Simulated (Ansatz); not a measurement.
**C2H5FO: small, medium and large basis sets**

Aim: see how fast density functionals converge with the basis set for C2H5FO.

Program: Ansatz 0.2.0, Gaussian basis. Level of theory: one geometry, several basis sets. These are calculated values, not measurements.

Plan: PBE0-D4/def2-SVP; ωB97M-V/def2-SVP; PBE0-D4/def2-QZVPP; ωB97M-V/def2-QZVPP; the functionals' def2-TZVPP values are taken from earlier runs.

## 1. The relaxed structure

An earlier PBE0-D4 in a triple-zeta def2 set relaxation fixed the geometry.

SMILES `COCF`, 9 atoms, charge 0, spin multiplicity 1.

Atoms are counted from 1 here; the program's logs count them from 0.

Bond lengths: C1–O2 1.414 Å, C1–H5 1.097 Å, C1–H6 1.089 Å, C1–H7 1.093 Å, O2–C3 1.362 Å, C3–F4 1.384 Å, C3–H8 1.099 Å, C3–H9 1.091 Å. Angles: O2–C1–H5 110.8°, O2–C1–H6 107.0°, O2–C1–H7 111.3°, H5–C1–H6 109.2°, H5–C1–H7 109.2°, H6–C1–H7 109.4°, C1–O2–C3 114.0°, O2–C3–F4 111.4°, O2–C3–H8 112.1°, O2–C3–H9 107.6°, F4–C3–H8 106.2°, F4–C3–H9 107.7°, H8–C3–H9 111.8°.

As a file:

```
atom    x (Å)    y (Å)    z (Å)
  C1  -0.6330   0.7725  -0.6017
  O2  -0.0452   0.4852   0.6514
  C3   0.5844  -0.7218   0.7041
  F4   1.7379  -0.7229  -0.0597
  H5  -1.3219  -0.0274  -0.9007
  H6  -1.1900   1.7008  -0.4859
  H7   0.1272   0.8998  -1.3769
  H8  -0.0441  -1.5333   0.3107
  H9   0.8732  -0.8990   1.7415
```

## 2. PBE0-D4 in def2-SVP

Input file in.yaml:

```yaml
crystal:
  periodic: [false, false, false]
  atoms:
    - {symbol: C, position_ang: [-0.632961, 0.772479, -0.601691]}
    - {symbol: O, position_ang: [-0.045250, 0.485228, 0.651442]}
    - {symbol: C, position_ang: [0.584405, -0.721814, 0.704109]}
    - {symbol: F, position_ang: [1.737923, -0.722947, -0.059744]}
    - {symbol: H, position_ang: [-1.321922, -0.027415, -0.900715]}
    - {symbol: H, position_ang: [-1.190041, 1.700757, -0.485898]}
    - {symbol: H, position_ang: [0.127227, 0.899783, -1.376859]}
    - {symbol: H, position_ang: [-0.044092, -1.533346, 0.310684]}
    - {symbol: H, position_ang: [0.873210, -0.899024, 1.741471]}
basis:
  gaussian: {orbitals: def2-SVP}
hamiltonian: {xc: pbe0, dispersion: d4}
output: {orbitals: {seedname: orbitals}}
```

Run with:

```
$ ansatz run in.yaml --threads 4 --pin off --events-out ev --progress --plain --max-ram 10444MiB
```

After this run come: ωB97M-V in def2-SVP; PBE0-D4 in def2-QZVPP; ωB97M-V in def2-QZVPP.

Q: Predict the results of all the runs planned. Wanted: PBE0-D4: double and triple zeta above quadruple; ωB97M-V: double and triple zeta above quadruple.

**Answer**, as computed:

| quantity | value |
| --- | --- |
| PBE0-D4: double and triple zeta above quadruple | 8.62, 0.38 eV |
| ωB97M-V: double and triple zeta above quadruple | 8.89, 0.37 eV |

PBE0-D4 gains 8.24 eV from double to triple zeta, then 0.38 eV more. Total energies overstate the basis error of differences, where much of it tends to cancel. The LUMO of ωB97M-V is positive and keeps falling with the basis (3.78 to 2.03 eV): an unbound level that the basis holds in place.
